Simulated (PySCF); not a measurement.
Gas-phase reaction: 3 C2H6 + 2 CH ⇌ 2 C4H10 (n-butane)

Computed with PySCF and rigid-rotor harmonic-oscillator thermochemistry at 1 bar. The comparison is the NASA 1993 polynomial table, which mixes measured and estimated data. S°(298 K) at PBE0/def2-TZVP differs from the NASA 1993 table for C4H10 (n-butane) (-9 J/mol/K); whether the harmonic model or the table's entry is off was not settled. † marks an energy on the PBE0/def2-TZVP geometry and frequencies; other levels use their own. 6-31G* has spherical d functions here. Open shells (unrestricted): CH (multiplicity 2, electronic degeneracy 4); the rest are closed-shell singlets. Spin-orbit splitting is ignored; it lowers the true energy and changes the entropy of CH. B3LYP is the form with VWN-RPA correlation. The harmonic model lacks anharmonicity and excited electronic states, which grow with temperature; levels with a mode under 35 cm⁻¹ are left out. Internal rotation in C2H6, C4H10 (n-butane) is treated as a harmonic vibration of one conformer, which makes the entropy rough. The table's entry may be an old estimate for CH (not checked at source). Warning, spin contamination: CH (M06-2X/def2-TZVP†, PBE/def2-SVP, PBE/def2-TZVP†, PBE0/def2-TZVP, r2SCAN/def2-TZVP†, LDA/def2-TZVP†).

```csv
level,"ΔH°(298 K), kJ",minus table,"ΔG°(1600 K), kJ"
table,-1194.7,-,-508.4
B3LYP/6-31G*,-1174.7,20.0,-458.4
M06-2X/def2-TZVP†,-1203.5,-8.8,-488.8
PBE/def2-SVP,-1275.9,-81.2,-561.2
PBE/def2-TZVP†,-1230.7,-36.0,-516.0
PBE0/def2-TZVP,-1222.9,-28.2,-508.2
r2SCAN/def2-TZVP†,-1207.1,-12.4,-492.4
LDA/def2-TZVP†,-1446.2,-251.5,-731.5
```
